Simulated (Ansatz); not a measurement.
Consider the hydrogen abstraction from the O–H bond: `C=CCO` + `[SiH3]`• → `C=CC[O]`• + SiH₄.

Program: Ansatz. Geometries: PBE0-D4/def2-TZVP. ΔE: electronic, gas phase. CCSD(T)/CBS is the MP2 limit (def2-TZVPP, def2-QZVPP) plus CCSD(T) − MP2 in def2-TZVPP, frozen cores. This one scheme is used for every species. Functionals use def2-TZVPP. HSE06 is defined as in plane-wave codes. No spin–orbit coupling; open shells (•) take unrestricted orbitals. Each species was taken in one conformer, which may not be the lowest.

`C=CCO`:

Cartesian coordinates in Å:
```
C 0.231 -0.799 1.313
C -0.407 -0.476 0.196
C -0.220 0.813 -0.531
O 0.189 0.616 -1.871
H 0.933 -0.113 1.778
H 0.071 -1.749 1.809
H -1.101 -1.179 -0.260
H 0.487 1.452 0.017
H -1.170 1.354 -0.595
H 0.988 0.082 -1.856
```

`[SiH3]`•:

Cartesian coordinates in Å:
```
Si -0.175 0.210 -0.199
H -0.924 -1.072 -0.127
H -0.066 0.846 1.139
H 1.165 0.016 -0.814
```

`C=CC[O]`•:

Cartesian coordinates in Å:
```
C -0.900 0.774 0.752
C -0.338 0.298 -0.347
C 0.794 -0.681 -0.335
O 1.819 -0.397 -1.176
H -0.556 0.475 1.738
H -1.722 1.479 0.713
H -0.676 0.611 -1.332
H 1.146 -0.891 0.691
H 0.433 -1.668 -0.704
```

SiH₄:

Z-matrix (Å, degrees):
```
Si
H 1 1.485
H 1 1.485 2 109.5
H 1 1.485 2 109.5 3 -120.0
H 1 1.485 2 109.5 3 120.0
```

```csv
species,HSE06 energy (Eh)
`C=CCO`,-192.95858
`[SiH3]`•,-291.10208
`C=CC[O]`•,-192.28701
SiH₄,-291.74918
```

Work out ΔE.

ΔE = (-192.28701) + (-291.74918) − (-192.95858) − (-291.10208) = 0.02447 Eh = +0.67 eV. CCSD(T)/CBS gives +0.77 eV.

What do rigid-rotor, harmonic-oscillator terms from PBE0-D4/def2-TZVP frequencies (298.15 K, 1 bar) make of the CCSD(T)/CBS value? (Estimate.)

Computed: ΔZPE = -0.13 eV, ΔH = +0.63 eV, ΔS = -11 J/(mol·K), ΔG = +0.66 eV. Open shells count their whole term as degenerate.

Largest T1 diagnostic among the species: 0.020.

Leaving LDA and LC-ωPBE aside and taking each functional with its dispersion term where it has one, the values, not all of them listed here, spread over 0.30 eV, from BHLYP-D4 to PBE-QIDH. LDA lies +0.20 eV from PBE without D4. At CCSD(T), def2-SVP lies −0.13 eV from the extrapolated value and def2-TZVPP −0.05 eV.
